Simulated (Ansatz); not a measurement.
Two isomers of C2H5NO2: A = `NCOC=O`, B = `NC(=O)CO`.

Program: Ansatz. Geometries: PBE0-D4/def2-TZVP. ΔE: electronic, gas phase. CCSD(T)/CBS is the MP2 limit (def2-TZVPP, def2-QZVPP) plus CCSD(T) − MP2 in def2-TZVPP, frozen cores. Functionals use def2-TZVPP. B3LYP here is the variant with VWN-RPA as its local correlation; programs differ in this. Each species was taken in one conformer, which may not be the lowest.

(1) Which isomer does CCSD(T)/CBS put lower? Give the gap. (Best estimate.)

(2) Give E(B) − E(A) in kcal/mol with PBE0-D4, B3LYP, CCSD/def2-TZVPP, r2SCAN-D4, B2PLYP, CCSD(T)/def2-TZVPP, PBE-D4. (An estimate is asked.)

Largest T1 diagnostic: 0.015.

## Answers

(1) The calculation gave: B, by 7.3 kcal/mol.

(2) Computed: PBE0-D4 -8.3, B3LYP -6.8, CCSD/def2-TZVPP -6.7, r2SCAN-D4 -7.4, B2PLYP -6.6, CCSD(T)/def2-TZVPP -6.3, PBE-D4 -7.4. None reverses the order clearly.

From PBE to PBE0 (25 % exact exchange), in def2-TZVPP and without D4, E(B) − E(A) moves by −1.0 kcal/mol.
